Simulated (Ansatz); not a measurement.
Diamond-structure Ge, treated with PBE in Ansatz (PAW).

The same calculation (at the measured cell, 22.641 Å³/atom) with different numerical settings:

```csv
run,k mesh,gap on the mesh (eV),total energy (eV/atom),rough time
1,4×4×4,0.034,-4294.8408,under 3 core-s
2,6×6×6,0.030,-4294.9489,under 3 core-s
3,8×8×8,0.029,-4294.9660,under 3 core-s
4,12×12×12,0.029,-4294.9710,3 core-s
5,16×16×16,0.029,-4294.9716,6 core-s
6,20×20×20,0.029,-4294.9717,7 core-s
```

In the column total energy (eV/atom) the first row differs from the last by +0.1309 and the next to last by +0.0001.

The last row is no converged limit: other settings stay fixed.

Spin–orbit coupling is not included.

Ansatz is a program for electronic structure.
